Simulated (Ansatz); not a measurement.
Program: Ansatz 0.2.0.

A structure relaxed at PBE0-D4/def2-TZVP, charge 0, multiplicity 1:

Cartesian coordinates in Å:
```
C -2.133 1.055 2.178
C -0.869 0.483 1.559
C -0.510 1.148 0.239
C 0.805 0.678 -0.367
C 0.903 -0.812 -0.687
C -0.187 -1.268 -1.646
C 2.280 -1.136 -1.249
H -2.378 0.564 3.122
H -2.988 0.933 1.507
H -2.024 2.125 2.377
H -0.996 -0.594 1.410
H -0.032 0.595 2.258
H -1.328 0.998 -0.474
H -0.452 2.232 0.396
H 0.992 1.241 -1.291
H 1.623 0.940 0.315
H 0.786 -1.372 0.249
H -1.187 -1.126 -1.230
H -0.078 -2.328 -1.887
H -0.135 -0.706 -2.585
H 2.445 -0.609 -2.194
H 3.072 -0.835 -0.558
H 2.390 -2.206 -1.442
```

Q: Give its formula and SMILES.

A: C7H16, `CCCCC(C)C`.

Q: Point group (tolerance 0.08 Å, 0.16 Å for H)?

A: C1.

Q: Summarise the bond lengths by kind.

A: 6 × C–C 1.519 to 1.528 Å; 16 × C–H 1.092 to 1.098 Å.
